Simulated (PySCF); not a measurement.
Gas-phase reaction: 2 SiHF₂ + i-Si₄H₁₀ + 4 F₂ = 6 SiH₂F₂

Computed with PySCF and rigid-rotor harmonic-oscillator thermochemistry at 1 bar. † marks an energy on the PBE0/def2-TZVP geometry and frequencies; other levels use their own. MP2 freezes the core. 6-31G* has spherical d functions here. Open shells (unrestricted): SiHF₂ (multiplicity 2); the rest are closed-shell singlets. B3LYP is the form with VWN-RPA correlation. SiHF₂: computed as isolated molecules; such fragments, hydroxides, amides, oligomers or adducts are transient or little studied in the gas. MP2 isn't extrapolated to the basis-set limit.

| level | ΔH°(298 K), kJ |
|---|---|
| B3LYP/6-31G* | ? |
| HF/6-31G* | -3678 |
| MP2/def2-SVP† | ? |
| PBE0/def2-SVP† | -3294 |
| LDA/def2-TZVP† | -3450 |
| ωB97M-V/def2-TZVP† | ? |
| ωB97X-V/def2-TZVP† | -3532 |

Problem. Complete the blanks.

Solution. 
- B3LYP/6-31G*, ΔH°(298 K), kJ: -3376
- MP2/def2-SVP†, ΔH°(298 K), kJ: -3531
- ωB97M-V/def2-TZVP†, ΔH°(298 K), kJ: -3579
